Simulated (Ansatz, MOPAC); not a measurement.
Reaction (SMILES): CCCl + C (CH4) → CC (C2H6) [ethane] + ClC (CH3Cl)

Wanted: bond separation energy (enthalpy at 298 K), in kcal/mol. Terms: no dispersion term unless named; LANL2DZ with its own core potentials from Na on; non-relativistic; spin-orbit terms left out. First-principles rows: single points at B3LYP-D3(BJ) geometries (Ansatz, an electronic-structure program), with unscaled harmonic terms from B3LYP/6-31G* (Ansatz) at its own minima. Semi-empirical rows: MOPAC heats of formation at their own minima for 298 K.

| species | coefficient | E at B3LYP/LANL2DZ (Ansatz), Eh | E at PBE0/def2-TZVPD (Ansatz), Eh | H(298 K) - E, kcal/mol | heat of formation at AM1 (MOPAC), kcal/mol |
|---|---|---|---|---|---|
| CCCl | -1 | -94.15881 | -539.21803 | 45.23 | -26.19 |
| C (CH4) | -1 | -40.51439 | -40.47422 | 30.76 | -8.79 |
| CC (C2H6) | +1 | -79.81861 | -79.75036 | 49.98 | -17.44 |
| CCl (CH3Cl) | +1 | -54.84675 | -499.93599 | 26.40 | -18.97 |

Measured values: Active Thermochemical Tables 1.112 (ions: stationary electron), as tabulated in the package chemicals; they hold spin-orbit and core effects, anharmonicity.  Value to compare with, the measured value: 4.6 kcal/mol. 1 Eh = 627.5095 kcal/mol.

Problem. Compute it at each level from the table, and compare with the measured value.

Solution. 
- B3LYP/LANL2DZ: the sum of coefficient times E is 0.00784 Eh, or 4.92 kcal/mol; the thermal terms add 0.39. Result: 5.3 kcal/mol. Its error against the measured value is 0.7 kcal/mol.
- PBE0/def2-TZVPD: the sum of coefficient times E is 0.00590 Eh, or 3.70 kcal/mol; the thermal terms add 0.39. Result: 4.1 kcal/mol. Its error against the measured value is -0.5 kcal/mol.
- AM1: the sum of coefficient times heat of formation is -1.43 kcal/mol; it needs no thermal term. Its error against the measured value is -6.0 kcal/mol.
